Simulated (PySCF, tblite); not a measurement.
Isomers of [C4H9P2]- (charge -1), one GFN2-xTB conformer each. Single-point energies are computed at PBE0/pcSseg-1 (PySCF, gas phase, no added dispersion term), electronic only.

Question: Rank them by PBE0/pcSseg-1 energy, lowest first (kcal/mol).
A. `[CH2:1]=[CH:2][P-:3][P:4]([CH3:5])[CH3:6]` (charge -1) with C1–C2–P3–P4 180°, C2–P3–P4–C5 -132°
B. `[PH2:1][CH2:2][P-:3][CH:4]1[CH2:5][CH2:6]1` (charge -1) with H–P1–C2–P3 52° and -40°, P1–C2–P3–C4 -70°, C2–P3–C4–C5 101°

Answer: A (0.0), B (34.6).

As drawn, the higher has a three-membered ring, which the lower lacks. GFN2-xTB itself gives, in the same order: 0.0, 16.9. Both levels put the same isomer lowest.

Question: What happens when harmonic zero-point energies from GFN2-xTB frequencies are added?

Answer: 
```json
{"SMILES": "C=C[P-]P(C)C", "ZPE (kcal/mol)": "72.2", "electronic (kcal/mol)": "0.0", "with ZPE (kcal/mol)": "0.0"}
{"SMILES": "PC[P-]C1CC1", "ZPE (kcal/mol)": "71.9", "electronic (kcal/mol)": "34.6", "with ZPE (kcal/mol)": "34.2"}
```

The zero-point energies span 0.3 kcal/mol. The order is unchanged.
